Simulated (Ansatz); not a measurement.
## Smallest direct gap on the k points sampled of cubic perovskite SrTiO3 (cubic form, which distorts at low temperature) at several levels of theory

No measured value is used here.

```csv
level (code),value (eV)
LDA+SOC (Ansatz),2.10
BLYP (Ansatz),2.26
RPBE (Ansatz),2.27
r²SCAN+SOC (Ansatz),2.60
PBE0 (Ansatz),[?]
r²SCAN0 (Ansatz),4.76
Hartree–Fock (Ansatz),[?]
```

**Question.** Complete the blanks.

**Answer.** 
- PBE0 (Ansatz, an electronic-structure program), value (eV): 4.44
- Hartree–Fock (Ansatz), value (eV): 12.66

At these levels the smallest gap is indirect and lower: LDA+SOC 1.77, BLYP 1.92, RPBE 1.93, r²SCAN+SOC 2.25, PBE0 4.08, r²SCAN0 4.40, Hartree–Fock 12.25 eV. Computed values are for a static lattice. Levels without +SOC have no spin–orbit coupling; where heavier elements are present it shifts gaps, mostly down, and can invert bands.  Values are at the measured cell. Cutoffs and k meshes differ between the levels. Ansatz's density-functional and Hartree–Fock values are scalar-relativistic unless marked +SOC, with PAW data made under PBE.
